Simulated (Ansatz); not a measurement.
# Which is lower?

Two relaxed structures of CH5OSi (charge +1), closed shell (PBE0-D4/def2-TZVP; forces vanish, vibrations not checked).

A:

```
8
angstrom
O 0.0734 -0.9941 1.0517
C 0.3240 1.0881 -0.9704
Si -0.6419 -0.1363 -0.3704
H -1.9147 -0.8383 -0.5424
H -0.0089 1.6239 -1.8543
H -0.4377 -1.4840 1.7153
H 0.9792 -0.8181 1.3540
H 1.2782 1.3905 -0.5554
```

B:

```
8
angstrom
O -0.9594 0.4338 -1.4743
C 0.0022 0.6097 -0.6839
Si 0.4117 -0.4248 0.9001
H -1.5487 -0.3126 -1.2428
H 0.6188 1.4581 -1.0020
H 0.3519 0.6063 1.9583
H 1.7729 -0.9179 0.5999
H -0.6494 -1.4527 0.9448
```

Ansatz 0.2.0; basis: def2-TZVPP; cores frozen in the correlated methods. B3LYP uses VWN-RPA correlation.

**Question.** Which structure is lower at CCSD(T), and by how much? (Judge from chemistry; the value comes from the calculation.)

**Answer.** Computed: A, by 25.5 kJ/mol (electronic energy, against the other). By their contacts, A is CH₅OSi ([CH2][SiH][OH2]), total charge +1 and B is CH₅OSi ([OH][CH][SiH3]), total charge +1.

**Question.** Do the other methods give the same order? (A judgement: the text doesn't fix the answer.)

**Answer.** The calculation gives: Not all: HF gives the other order.

```tsv
method	E(B) − E(A) (kJ/mol)
PBE-D4	25.6
r2SCAN-D4	28.1
PBE0-D4	24.0
B3LYP-D4	21.0
wB97M-V	24.5
HF	-23.3
MP2	40.9
CCSD	20.7
CCSD(T)	25.5
```

T1 diagnostic: at most 0.018. The restricted Hartree–Fock reference is unstable towards an unrestricted one at one or more of these structures.

Labels in which every atom is bracketed show which atoms are joined, not bond orders.

For scale, one of the runs: CCSD(T)/def2-TZVPP, 174 basis functions, launched by `ansatz run in.yaml --threads 2 --pin off --events-out ev --progress --plain --max-ram 4352MiB`. Hardware: 2 CPU threads of an Intel Xeon Platinum 8488C, shared host. Wall time 16 s; peak host memory 1.5 GiB.
